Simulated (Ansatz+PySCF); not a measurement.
## singlet CH3N: levels of theory in one basis

```yaml
atoms:
  - { symbol: C, position_ang: [0.0000, -0.0442, -0.5818] }
  - { symbol: N, position_ang: [0.0000, -0.0708, 0.6821] }
  - { symbol: H, position_ang: [0.0000, 0.8839, 1.0583] }
  - { symbol: H, position_ang: [0.0000, -0.9953, -1.1394] }
  - { symbol: H, position_ang: [0.0000, 0.8722, -1.2028] }
```

Basis set: def2-SVP (spherical functions). Correlated methods keep 2 orbitals frozen. Charge 0, multiplicity 1.

Computed with Ansatz (development build ahead of 0.2.0); each method stands on the lowest determinant of its kind that the runs found. NEVPT2 correlates all electrons. Active spaces start from the frontier orbitals, and the lowest solution found is given.

```csv
method,E − E(RHF) (eV),<S²> of the determinant
RHF,0.00,0.00
RHF-MP2,-8.21,–
UHF-MP2,-8.20,0.01
RHF-CCSD(T),-9.12,–
"CASSCF(2,2)",-0.90,–
"SC-NEVPT2(2,2)",-8.44,–
```

(1) What does RHF-CCSD give on the same scale?

(2) Is a single determinant a sound starting point here?

Answers

(1) -8.84 eV.

(2) By this sign, yes. Unrestricted orbitals gain 0.00 eV and <S²> is 0.01 against 0.00 for a pure state. The CASSCF(2,2) natural occupations are 1.91, 0.09.

Caution for CASSCF(2,2): other starts end on other solutions of this active space.
